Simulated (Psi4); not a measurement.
# triplet [NH2]− at 6 levels

Aim: a comparison of 6 runs (UB3LYP/6-31G*, UBLYP/aug-cc-pVTZ, UHSE06/aug-cc-pVTZ, UMP3/aug-cc-pVTZ, UCCSD/aug-cc-pVTZ, UCCSD(T)/aug-cc-pVTZ) of triplet [NH2]−. 

Program for the calculation: Psi4 1.11.

### Step 1. The system as given

[NH2]−: 3 atoms, total charge -1, spin state triplet. As SMILES of the parent species, `[NH2-]`. Geometry: relaxed at PBE0-D4/def2-TZVPD. That shape belongs to the parent species and isn't relaxed for this state.

Bond lengths: N1–H2 1.027 Å, N1–H3 1.027 Å. Angles: H2–N1–H3 101.8°.

### Step 2. A single-point energy at UB3LYP/6-31G(d) (Cartesian functions) (run 1)

File input.json:

```json
{
  "schema_name": "qcschema_input",
  "schema_version": 1,
  "molecule": {
    "schema_name": "qcschema_molecule",
    "schema_version": 2,
    "symbols": ["N", "H", "H"],
    "geometry": [0.64666428, -0.3836144, 0.3187968, 0.23716063, 1.51404857, 0.29479728, -0.88382491, -1.13043417, -0.61359407],
    "molecular_charge": -1,
    "molecular_multiplicity": 3,
    "fix_symmetry": "c1",
    "fix_com": true,
    "fix_orientation": true
  },
  "driver": "energy",
  "model": {
    "method": "b3lyp",
    "basis": "6-31G*"
  },
  "keywords": {
    "reference": "uks",
    "puream": false,
    "e_convergence": 1e-09,
    "d_convergence": 1e-08,
    "scf_type": "pk",
    "dft_radial_points": 99,
    "dft_spherical_points": 590,
    "maxiter": 100
  }
}
```

The run is started by

```bash
$ psi4 --qcschema input.json -n 1 --memory 1600MB
```

stdout:

```text
[...]
  Running in c1 symmetry.
[...]
  Nuclear repulsion =    7.542852420928848
[...]
  Multiplicity = 3
[...]
  Nalpha       = 6
  Nbeta        = 4
[...]
    Number of basis functions: 19
[...]
   @UKS iter   1:   -55.54419203497133   -8.81371e-02   2.95162e-02 DIIS/ADIIS
[...]
   @UKS iter  10:   -55.69553429348838   -7.81597e-14   9.30207e-09 DIIS
[...]
   @S^2 Observed:                2.002240770E+00
[...]
    Orbital Energies [Eh]
    ---------------------
    Alpha Occupied:
       1A    -14.018844     2A     -0.533509     3A     -0.149982
       4A     -0.027948     5A     -0.002671     6A      0.279062
    Alpha Virtual:
       7A      0.405934     8A      0.938630     9A      0.960724
      10A      0.975642    11A      1.154491    12A      1.183281
      13A      1.289104    14A      1.966262    15A      1.983594
      16A      1.986988    17A      2.395552    18A      2.689948
      19A      3.811813
    Beta Occupied:
[...]
  @UKS Final Energy:   -55.69553429348838
   => Energetics <=
    Nuclear Repulsion Energy =              7.5428524209288481
    One-Electron Energy =                 -92.8791199620762029
    Two-Electron Energy =                  36.0006938537801631
    DFT Exchange-Correlation Energy =      -6.3599606061211924
    Empirical Dispersion Energy =           0.0000000000000000
    VV10 Nonlocal Energy =                  0.0000000000000000
    Total Energy =                        -55.6955342934883788
[...]
 Multipole Moments:
 ------------------------------------------------------------------------------------
     Multipole            Electronic (a.u.)      Nuclear  (a.u.)        Total (a.u.)
 ------------------------------------------------------------------------------------
 L = 1.  Multiply by 2.5417464519 to convert [e a0] to [Debye]
 Dipole X            :         -4.0354497            3.8799857           -0.1554640
 Dipole Y            :          2.3939447           -2.3016864            0.0922583
 Dipole Z            :         -1.9894188            1.9127808           -0.0766380
 Magnitude           :                                                    0.1963518
[...]
```

The result, in JSON:

```text
{
 "driver": "energy",
 "model": {
  "method": "b3lyp",
  "basis": "6-31G*"
 },
 "success": true,
 "return_result": -55.69553429348838,
 "properties": {
  "calcinfo_nbasis": 19,
  "calcinfo_nmo": 19,
  "calcinfo_nalpha": 6,
  "calcinfo_nbeta": 4,
  "calcinfo_natom": 3,
  "nuclear_repulsion_energy": 7.542852420928848,
  "return_energy": -55.69553429348838,
  "scf_one_electron_energy": -92.8791199620762,
  "scf_two_electron_energy": 36.00069385378016,
  "scf_xc_energy": -6.359960606121192,
  "scf_dipole_moment": [-0.15546398563234698, 0.09225833779185688, -0.07663800977750879],
  "scf_total_energy": -55.69553429348838,
  "scf_iterations": 10
 }
}
```

Run time: 14 s. Hardware: 1 thread of Intel Xeon at 2.50GHz (Skylake/Cascade Lake), shared host; peak memory 0.3 GiB.

### Step 3. Energy and forces at UBLYP/aug-cc-pVTZ (run 2)

File input.in:

```
memory 1.6 GB

molecule molecule1 {
  -1 3
  N      0.342200    -0.203000     0.168700
  H      0.125500     0.801200     0.156000
  H     -0.467700    -0.598200    -0.324700
  units angstrom
  symmetry c1
}

set basis aug-cc-pVTZ
set reference uks
set puream true
set e_convergence 1e-09
set d_convergence 1e-08
set scf_type pk
set dft_radial_points 99
set dft_spherical_points 590
set maxiter 100

gradient("blyp")
print_variables()
```

The run is started by

```bash
$ psi4 input.in input.out -n 1
```

input.out:

```text
[...]
  Running in c1 symmetry.
[...]
  Nuclear repulsion =    7.542852415995356
[...]
  Multiplicity = 3
[...]
  Nalpha       = 6
  Nbeta        = 4
[...]
    Number of basis functions: 92
[...]
   @UKS iter   1:   -55.56550951083497   -1.00434e-01   8.10441e-03 DIIS/ADIIS
[...]
   @UKS iter  12:   -55.86536383671353   -1.30740e-12   9.12905e-10 DIIS
[...]
   @S^2 Observed:                2.002649001E+00
[...]
    Orbital Energies [Eh]
    ---------------------
    Alpha Occupied:
       1A    -13.883064     2A     -0.613797     3A     -0.261404
       4A     -0.129022     5A     -0.109742     6A      0.072223
    Alpha Virtual:
       7A      0.092738     8A      0.163887     9A      0.171226
      10A      0.188226    11A      0.207154    12A      0.237388
      13A      0.269418    14A      0.294269    15A      0.309955
      16A      0.317685    17A      0.400381    18A      0.422696
      19A      0.437096    20A      0.488612    21A      0.507900
      22A      0.534611    23A      0.572959    24A      0.575991
      25A      0.714929    26A      0.731799    27A      0.742768
[...]
  @UKS Final Energy:   -55.86536383671353
   => Energetics <=
    Nuclear Repulsion Energy =              7.5428524159953563
    One-Electron Energy =                 -91.5925543398915636
    Two-Electron Energy =                  35.8305793000751791
    DFT Exchange-Correlation Energy =      -7.6462412128924964
    Empirical Dispersion Energy =           0.0000000000000000
    VV10 Nonlocal Energy =                  0.0000000000000000
    Total Energy =                        -55.8653638367135272
[...]
 Multipole Moments:
 ------------------------------------------------------------------------------------
     Multipole            Electronic (a.u.)      Nuclear  (a.u.)        Total (a.u.)
 ------------------------------------------------------------------------------------
 L = 1.  Multiply by 2.5417464519 to convert [e a0] to [Debye]
 Dipole X            :          1.8473995           -0.9370214            0.9103781
 Dipole Y            :         -0.9885132            0.5013879           -0.4871253
 Dipole Z            :          0.0000000           -0.0000000            0.0000000
 Magnitude           :                                                    1.0325112
[...]
  -Total Gradient:
     Atom            X                  Y                   Z
    ------   -----------------  -----------------  -----------------
       1       -0.012342182664     0.006612872958     0.000000000000
       2        0.001263399220    -0.012491562724    -0.000000000000
       3        0.011084615095     0.005875569437    -0.000000000000
[...]
```

It took 44 s on 1 thread of Intel Xeon at 2.50GHz (Skylake/Cascade Lake), shared host; peak memory 0.82 GiB.

Run 3 isn't shown in full; the table further down has it.

### Step 4. A single-point energy at UMP3/aug-cc-pVTZ (run 4)

File run.py:

```python
import psi4

psi4.set_memory('1600 MB')
psi4.set_num_threads(1)
psi4.set_output_file('output.dat', False)

molecule = psi4.geometry("""
-1 3
N      0.342200    -0.203000     0.168700
H      0.125500     0.801200     0.156000
H     -0.467700    -0.598200    -0.324700
symmetry c1
no_reorient
no_com
""")

options = {'reference': 'uhf', 'puream': True, 'e_convergence': 1e-09, 'd_convergence': 1e-08, 'scf_type': 'pk', 'num_frozen_docc': 1, 'maxiter': 100, 'mp_type': 'conv'}
psi4.set_options(options)

e = psi4.energy("mp3/aug-cc-pVTZ", molecule=molecule)
print('E =', round(e, 9))
```

The run is started by

```bash
$ python run.py
```

output.dat:

```text
[...]
  Running in c1 symmetry.
[...]
  Nuclear repulsion =    7.542852415995356
[...]
  Multiplicity = 3
[...]
  Nalpha       = 6
  Nbeta        = 4
[...]
    Number of basis functions: 92
[...]
   @UHF iter   1:   -55.48976115163337   -6.67604e-01   3.37442e-03 ADIIS/DIIS
[...]
   @UHF iter  12:   -55.55957173076490   -1.48859e-11   5.41806e-09 DIIS
[...]
   @S^2 Observed:                2.009199070E+00
[...]
    Orbital Energies [Eh]
    ---------------------
    Alpha Occupied:
       1A    -15.441941     2A     -1.011333     3A     -0.486575
       4A     -0.360560     5A     -0.356884     6A      0.027727
    Alpha Virtual:
       7A      0.137614     8A      0.230573     9A      0.232213
      10A      0.272937    11A      0.279751    12A      0.355449
      13A      0.371817    14A      0.393149    15A      0.420277
      16A      0.421116    17A      0.501017    18A      0.557039
      19A      0.589800    20A      0.626508    21A      0.645147
      22A      0.677743    23A      0.716955    24A      0.721728
      25A      0.893994    26A      0.917713    27A      0.951534
[...]
  @UHF Final Energy:   -55.55957173076490
   => Energetics <=
    Nuclear Repulsion Energy =              7.5428524159953563
    One-Electron Energy =                 -91.5032045611328613
    Two-Electron Energy =                  28.4007804143726048
    Total Energy =                        -55.5595717307649011
  UHF NO Occupations:
  HONO-2 :    4  A 1.9968628
  HONO-1 :    5  A 1.0000000
[...]
 Multipole Moments:
 ------------------------------------------------------------------------------------
     Multipole            Electronic (a.u.)      Nuclear  (a.u.)        Total (a.u.)
 ------------------------------------------------------------------------------------
 L = 1.  Multiply by 2.5417464519 to convert [e a0] to [Debye]
 Dipole X            :         -3.5061842            3.8799857            0.3738015
 Dipole Y            :          2.0799536           -2.3016864           -0.2217329
 Dipole Z            :         -1.7285002            1.9127808            0.1842806
 Magnitude           :                                                    0.4720724
[...]
	SCS-MP2 Total Energy (a.u.)        :   -55.75405402027403
	SOS-MP2 Total Energy (a.u.)        :   -55.75456488286795
[...]
	SOS-PI-MP2 Total Energy (a.u.)     :   -55.76956435610666
[...]
	MP2 Total Energy (a.u.)            :   -55.75303229508619
[...]
	SCS-MP3 Total Energy (a.u.)        :   -55.75784027717187
[...]
	MP3 Total Energy (a.u.)            :   -55.76817732267754
[...]
```

Standard output:

```text
E = -55.768177323
```

Wall time 46 s (1 thread of Intel Xeon at 2.50GHz (Skylake/Cascade Lake), shared host); peak memory 1.1 GiB.

Run 5 isn't shown in full; the table further down has it.

### Step 5. The energy at UCCSD(T)/aug-cc-pVTZ (run 6)

File calc.py:

```python
import psi4

psi4.set_memory('1600 MB')
psi4.set_num_threads(1)
psi4.core.set_output_file('output.dat', False)

mol = psi4.geometry("""
-1 3
N      0.342200    -0.203000     0.168700
H      0.125500     0.801200     0.156000
H     -0.467700    -0.598200    -0.324700
symmetry c1
no_reorient
no_com
""")

psi4.set_options({
    'basis': 'aug-cc-pVTZ',
    'reference': 'uhf',
    'puream': True,
    'e_convergence': 1e-09,
    'd_convergence': 1e-08,
    'scf_type': 'pk',
    'num_frozen_docc': 1,
    'maxiter': 100,
})

e_tot, wfn = psi4.energy('ccsd(t)', molecule=mol, return_wfn=True)
print(f'ccsd(t) energy: {e_tot:.10f} Eh')
```

The run is started by

```bash
$ python calc.py
```

output.dat:

```text
[...]
  Running in c1 symmetry.
[...]
  Nuclear repulsion =    7.542852415995356
[...]
  Multiplicity = 3
[...]
  Nalpha       = 6
  Nbeta        = 4
[...]
    Number of basis functions: 92
[...]
   @UHF iter   1:   -55.48976115163337   -6.67604e-01   3.37442e-03 DIIS/ADIIS
[...]
   @UHF iter  12:   -55.55957173076490   -1.48859e-11   5.41806e-09 DIIS
[...]
   @S^2 Observed:                2.009199070E+00
[...]
    Orbital Energies [Eh]
    ---------------------
    Alpha Occupied:
       1A    -15.441941     2A     -1.011333     3A     -0.486575
       4A     -0.360560     5A     -0.356884     6A      0.027727
    Alpha Virtual:
       7A      0.137614     8A      0.230573     9A      0.232213
      10A      0.272937    11A      0.279751    12A      0.355449
      13A      0.371817    14A      0.393149    15A      0.420277
      16A      0.421116    17A      0.501017    18A      0.557039
      19A      0.589800    20A      0.626508    21A      0.645147
      22A      0.677743    23A      0.716955    24A      0.721728
      25A      0.893994    26A      0.917713    27A      0.951534
[...]
  @UHF Final Energy:   -55.55957173076490
   => Energetics <=
    Nuclear Repulsion Energy =              7.5428524159953563
    One-Electron Energy =                 -91.5032045611328613
    Two-Electron Energy =                  28.4007804143726048
    Total Energy =                        -55.5595717307649011
  UHF NO Occupations:
  HONO-2 :    4  A 1.9968628
  HONO-1 :    5  A 1.0000000
[...]
 Multipole Moments:
 ------------------------------------------------------------------------------------
     Multipole            Electronic (a.u.)      Nuclear  (a.u.)        Total (a.u.)
 ------------------------------------------------------------------------------------
 L = 1.  Multiply by 2.5417464519 to convert [e a0] to [Debye]
 Dipole X            :         -3.5061842            3.8799857            0.3738015
 Dipole Y            :          2.0799536           -2.3016864           -0.2217329
 Dipole Z            :         -1.7285002            1.9127808            0.1842806
 Magnitude           :                                                    0.4720724
[...]
      * MP2 total energy                      =  -55.753032295086449
[...]
      * CCSD total energy                     =  -55.770551136046848
[...]
      * CCSD(T) total energy                     =  -55.777478493797091
```

Standard output:

```text
ccsd(t) energy: -55.7774784938 Eh
```

Run time: 1.9 min. Hardware: 1 thread of Intel Xeon at 2.50GHz (Skylake/Cascade Lake), shared host; peak memory 1.1 GiB.

### Step 6. All runs side by side

```
run                                level      task  Cartesian functions  frozen core orbitals  energy (Eh)  HOMO energy (eV)   ⟨S²⟩  wall time
  1  UB3LYP/6-31G* (Cartesian functions)    energy                  yes                     0   -55.695534              7.59  2.002       14 s
  2                    UBLYP/aug-cc-pVTZ  gradient                   no                     0   -55.865364              1.97  2.003       44 s
  3                   UHSE06/aug-cc-pVTZ  gradient                   no                     0   -55.824214              1.72  2.004       79 s
  4                     UMP3/aug-cc-pVTZ    energy                   no                     1   -55.768177              0.75  2.009       46 s
  5                    UCCSD/aug-cc-pVTZ    energy                   no                     1   -55.770551              0.75  2.009    1.7 min
  6                 UCCSD(T)/aug-cc-pVTZ    energy                   no                     1   -55.777478              0.75  2.009    1.9 min
```

### Step 7. Summary of results

| quantity | value |
| --- | --- |
| run 6: total energy | -55.77748 Eh |
| run 6: HOMO energy (Hartree–Fock orbitals) (highest over α and β) | 0.75 eV |
| run 6: LUMO energy (Hartree–Fock orbitals) (lowest over α and β) | 3.74 eV |
| run 6: correlation energy (1 core orbital frozen) | -217.9 mEh |
| run 6: (T) correction | -6.93 mEh |
| run 6: ⟨S²⟩ of the reference determinant | 2.009 |
| run 6: T1 diagnostic | 0.027 |

Totals of different functionals can't be ranked against each other. In runs 1, 2, 3, 4, 5, 6 the HOMO lies above zero, so the outermost electron may be held by the basis alone. All runs together took 6.7 min, the longest 1.9 min.
